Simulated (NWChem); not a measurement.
**PH3 (phosphine) at 5 levels**

Wanted: a comparison of 5 runs (BLYP/aug-cc-pVTZ, PBE/aug-cc-pVTZ, SVWN5/aug-cc-pVTZ, revPBE/aug-cc-pVTZ, CCSD(T)/aug-cc-pVTZ) of PH3 (phosphine). 

The results are computed with NWChem 7.3.0.

## Step 1: Starting point

PH3 has 4 atoms, charge 0, and is taken as a singlet. SMILES: `P`. The P1–H4 distance was set to 2.130 Å, away from the relaxed value. At this shape a bond of the SMILES string is far longer than usual.

Bond lengths: P1–H2 1.420 Å, P1–H3 1.420 Å. Angles: H2–P1–H3 93.1°. A long bond or contact: P1–H4 2.130 Å.

## Step 2: The energy at BLYP/aug-cc-pVTZ (run 1)

run.py

```python
from ase import Atoms
from ase.calculators.nwchem import NWChem

mol = Atoms(['P', 'H', 'H', 'H'], positions=[
    [0.504648, -1.001493, -0.180752],
    [0.789548, -0.708993, 1.179048],
    [-0.846852, -1.337993, 0.094848],
    [0.028700, 1.023500, -0.636900],
])

calc = NWChem(
    label='struct',
    theory='dft',
    memory='2200 mb',
    basis='aug-cc-pVTZ',
    basispar='spherical bse',
    dft={'xc': 'becke88 lyp', 'mult': '1', 'grid': 'fine', 'convergence': 'energy 1e-08', 'iterations': '100', 'mulliken': None},
    task='energy',
)
mol.calc = calc

e = mol.get_potential_energy()
print(f"E = {e:.6f} eV")
print("dipole (e A):", mol.get_dipole_moment().round(4))
```

Started as:

```bash
export ASE_NWCHEM_COMMAND="nwchem PREFIX.nwi > PREFIX.nwo"
python run.py
```

The program printed:

```text
E = -9335.714492 eV
dipole (e A): [-0.032  -0.1196  0.1177]
```

The calculator wrote struct.nwi:

```
title "struct"

permanent_dir struct

scratch_dir struct

start struct

geometry units angstrom nocenter noautosym noautoz
  P  5.0464799999999999e-01 -1.0014930000000000e+00 -1.8075200000000000e-01
  H  7.8954800000000003e-01 -7.0899299999999998e-01 1.1790480000000001e+00
  H  -8.4685200000000005e-01 -1.3379930000000000e+00 9.4848000000000002e-02
  H  2.8700000000000000e-02 1.0235000000000001e+00 -6.3690000000000002e-01
end

memory 2200 mb

basis spherical bse noprint
   * library aug-cc-pVTZ
end

dft
  xc becke88 lyp
  mult 1
  grid fine
  convergence energy 1e-08
  iterations 100
  mulliken
end

task dft energy
```

struct.nwo:

```text
Northwest Computational Chemistry Package (NWChem) 7.3.0
             --------------------------------------------------------

           Job information
           ---------------

    nwchem branch   = 7.3.0
    use scalapack   = T
    input           = struct.nwi
    prefix          = struct.
    data base       = struct/struct.db
    status          = startup
    nproc           =        1

           Memory information
           ------------------

    heap     =     72089600 doubles =      550.0 Mbytes
    stack    =     72089597 doubles =      550.0 Mbytes
    global   =    144179200 doubles =     1100.0 Mbytes (distinct from heap & stack)
    total    =    288358397 doubles =     2200.0 Mbytes
    verify   = yes
    hardfail = no

[... 85 lines left out ...]
  convergence criterion.
[... 18 lines left out ...]
          Convergence on density requested:  1.00D-05
[... 20 lines left out ...]
          Convergence Information
[... 57 lines left out ...]
   convergence    iter        energy       DeltaE   RMS-Dens  Diis-err    time
[... 15 lines left out ...]
           Coulomb energy =      169.760866410258
[... 7 lines left out ...]
                       DFT Final Molecular Orbital Analysis
[... 863 lines left out ...]
 center of mass
 --------------
 x =   0.86723345 y =  -1.78157282 z =  -0.27551047

 moments of inertia (a.u.)
 ------------------
          22.583446662948           1.205998520040          -1.029175667289
           1.205998520040          14.955919875535           2.475923841938
          -1.029175667289           2.475923841938          22.482139952856

     Multipole analysis of the density
     ---------------------------------

     L   x y z        total         alpha         beta         nuclear
     -   - - -        -----         -----         ----         -------
     0   0 0 0     -0.000000     -9.000000     -9.000000     18.000000

     1   1 0 0     -0.060512     -7.155578     -7.155578     14.250643
[... 8 lines of this table left out ...]
     2   0 0 2    -12.216761    -10.205929    -10.205929      8.195097

 Task  times  cpu:       24.4s     wall:       24.4s
 Total times  cpu:       24.4s     wall:       24.4s
```

It took 26 s on 1 thread of INTEL XEON PLATINUM 8581C at 2.10GHz (Emerald Rapids), shared host; peak memory 0.12 GiB.

## Step 3: The energy at PBE/aug-cc-pVTZ (run 2)

sp.xyz

```xyz
4

P      0.504648    -1.001493    -0.180752
H      0.789548    -0.708993     1.179048
H     -0.846852    -1.337993     0.094848
H      0.028700     1.023500    -0.636900
```

run.py

```python
from ase.io import read
from ase.calculators.nwchem import NWChem

mol = read('sp.xyz')

calc = NWChem(
    label='sp',
    theory='dft',
    memory='2200 mb',
    basis='aug-cc-pVTZ',
    basispar='spherical bse',
    dft={'xc': 'xpbe96 cpbe96', 'mult': '1', 'grid': 'fine', 'convergence': 'energy 1e-08', 'iterations': '100', 'mulliken': None},
    task='energy',
)
mol.calc = calc

print("Total energy (eV):", round(mol.get_potential_energy(), 6))
print("dipole (e A):", mol.get_dipole_moment().round(4))
```

Started as:

```bash
export ASE_NWCHEM_COMMAND="nwchem PREFIX.nwi > PREFIX.nwo"
python run.py
```

The program printed:

```text
Total energy (eV): -9331.308498
dipole (e A): [-0.046  -0.0909  0.1222]
```

The calculator wrote sp.nwi:

```
title "sp"

permanent_dir sp

scratch_dir sp

start sp

geometry units angstrom nocenter noautosym noautoz
  P  5.0464799999999999e-01 -1.0014930000000000e+00 -1.8075200000000000e-01
  H  7.8954800000000003e-01 -7.0899299999999998e-01 1.1790480000000001e+00
  H  -8.4685200000000005e-01 -1.3379930000000000e+00 9.4848000000000002e-02
  H  2.8700000000000000e-02 1.0235000000000001e+00 -6.3690000000000002e-01
end

memory 2200 mb

basis spherical bse noprint
   * library aug-cc-pVTZ
end

dft
  xc xpbe96 cpbe96
  mult 1
  grid fine
  convergence energy 1e-08
  iterations 100
  mulliken
end

task dft energy
```

sp.nwo:

```text
Northwest Computational Chemistry Package (NWChem) 7.3.0
             --------------------------------------------------------

           Job information
           ---------------

    nwchem branch   = 7.3.0
    use scalapack   = T
    input           = sp.nwi
    prefix          = sp.
    data base       = sp/sp.db
    status          = startup
    nproc           =        1

           Memory information
           ------------------

    heap     =     72089600 doubles =      550.0 Mbytes
    stack    =     72089597 doubles =      550.0 Mbytes
    global   =    144179200 doubles =     1100.0 Mbytes (distinct from heap & stack)
    total    =    288358397 doubles =     2200.0 Mbytes
    verify   = yes
    hardfail = no

[... 87 lines left out ...]
  convergence criterion.
[... 18 lines left out ...]
          Convergence on density requested:  1.00D-05
[... 21 lines left out ...]
          Convergence Information
[... 57 lines left out ...]
   convergence    iter        energy       DeltaE   RMS-Dens  Diis-err    time
[... 15 lines left out ...]
           Coulomb energy =      169.800701676608
[... 7 lines left out ...]
                       DFT Final Molecular Orbital Analysis
[... 863 lines left out ...]
 center of mass
 --------------
 x =   0.86723345 y =  -1.78157282 z =  -0.27551047

 moments of inertia (a.u.)
 ------------------
          22.583446662948           1.205998520040          -1.029175667289
           1.205998520040          14.955919875535           2.475923841938
          -1.029175667289           2.475923841938          22.482139952856

     Multipole analysis of the density
     ---------------------------------

     L   x y z        total         alpha         beta         nuclear
     -   - - -        -----         -----         ----         -------
     0   0 0 0     -0.000000     -9.000000     -9.000000     18.000000

     1   1 0 0     -0.086938     -7.168790     -7.168790     14.250643
[... 8 lines of this table left out ...]
     2   0 0 2    -12.114717    -10.154907    -10.154907      8.195097

 Task  times  cpu:       23.1s     wall:       23.1s
 Total times  cpu:       23.2s     wall:       23.2s
```

Run time: 24 s. Hardware: 1 thread of INTEL XEON PLATINUM 8581C at 2.10GHz (Emerald Rapids), shared host; peak memory 0.12 GiB.

Runs 3 to 4 aren't shown in full; the table further down has their settings and results.

## Step 4: A single-point energy at CCSD(T)/aug-cc-pVTZ (run 5)

Changes to sp.xyz since step 3:

```diff
@@ -1,3 +1,3 @@
 4
-
+H3P
 P      0.504648    -1.001493    -0.180752
```

sp.nw

```
start sp
title "H3P"
memory 2200 mb
charge 0

geometry units angstroms noautosym nocenter noautoz
load sp.xyz
end

basis spherical bse
* library aug-cc-pVTZ
end

scf
thresh 1e-08
maxiter 80
print low
end

ccsd
freeze core 5
maxiter 60
end

task ccsd(t) energy
```

Started as:

```bash
nwchem sp.nw > sp.out
```

The program printed:

```text
[...]
  functions       =   119
[...]
  wavefunction    = RHF
[...]
         Total SCF energy =   -342.402683023178
      One-electron energy =   -503.973377876806
      Two-electron energy =    146.001556419581
 Nuclear repulsion energy =     15.569138434047
        Time for solution =     23.9s
[...]
 Total MP2 energy:           -342.581947452323334
[...]
             energy      energy      error      ampl     ampl      Block
                                                time     time      time
[...]
 Total CCSD energy:           -342.616631701421795
[...]
 Total CCSD+T(CCSD) energy:           -342.626531464940399
[...]
 Total CCSD(T) energy:                -342.626073049632339
[...]
```

Wall time 3.6 min (1 thread of INTEL XEON PLATINUM 8581C at 2.10GHz (Emerald Rapids), shared host); peak memory 0.22 GiB.

## Step 5: Overview of the runs

```tsv
run	level	integration grid	iteration cap	energy (Eh)	dipole moment (D)	HOMO energy (eV)	LUMO energy (eV)	wall time
1	BLYP/aug-cc-pVTZ	fine	100	-343.081182	0.82	-6.76	-3.07	26 s
2	PBE/aug-cc-pVTZ	fine	100	-342.919265	0.76	-6.87	-3.14	24 s
3	SVWN5/aug-cc-pVTZ	fine	100	-341.790230	0.70	-6.90	-3.21	21 s
4	revPBE/aug-cc-pVTZ	fine	100	-343.024088	0.79	-6.86	-3.11	25 s
5	CCSD(T)/aug-cc-pVTZ	–	80	-342.626073	–	–	–	3.6 min
```

## Step 6: Summary of results

```
                                          quantity          value
                               run 5: total energy  -342.62607 Eh
run 5: correlation energy (5 core orbitals frozen)     -223.4 mEh
                             run 5: (T) correction      -9.44 mEh
```

Over runs 1, 2, 3, 4 the dipole moment (its size) runs from 0.70 D (SVWN5/aug-cc-pVTZ) to 0.82 D (BLYP/aug-cc-pVTZ). Over runs 1, 2, 3, 4 the HOMO–LUMO gap runs from 3.69 eV (BLYP/aug-cc-pVTZ) to 3.75 eV (revPBE/aug-cc-pVTZ). Totals of different functionals can't be ranked against each other. All runs together took 5.2 min, the longest 3.6 min.
